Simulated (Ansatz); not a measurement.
One change: `CNN` becomes `BNC`.

Ansatz, PBE0-D4/def2-TZVP geometries, multiplicity 1. Each molecule was computed in one conformer, which needn't be the lowest.

| property | `CNN` |
| --- | --- |
| HOMO–LUMO gap (B3LYP/def2-TZVPP) / eV | 6.96 |
| HOMO energy (PBE/def2-TZVPP) / eV | -5.08 |
| ideal-gas entropy at 298 K and 1 bar (rigid rotor, harmonic PBE0-D4/def2-TZVP) / J/(mol·K) | 269 |
| HOMO–LUMO gap (PBE/def2-TZVPP) / eV | 5.23 |
| LUMO energy (B3LYP/def2-TZVPP) / eV | 0.60 |
| LUMO energy (PBE0/def2-TZVPP) / eV | 0.98 |

Give the same properties after the change, and the shifts. (An estimate is asked.)

Computed: 
```
                                                                                  property  `BNC`  shift
                                                     HOMO–LUMO gap (B3LYP/def2-TZVPP) / eV   7.66   0.70
                                                         HOMO energy (PBE/def2-TZVPP) / eV  -6.61  -1.53
ideal-gas entropy at 298 K and 1 bar (rigid rotor, harmonic PBE0-D4/def2-TZVP) / J/(mol·K)    268     -1
                                                       HOMO–LUMO gap (PBE/def2-TZVPP) / eV   5.92   0.69
                                                       LUMO energy (B3LYP/def2-TZVPP) / eV   0.00  -0.60
                                                        LUMO energy (PBE0/def2-TZVPP) / eV   0.25  -0.73
```

With PBE0 the HOMO falls by 1.32 eV and the LUMO falls by 0.73 eV, so the gap widens by about 0.59 eV. PBE moves the HOMO by -1.53 eV and ωB97M-V by -1.26 eV.

B3LYP here is the variant with VWN-RPA as its local correlation; programs differ in this.
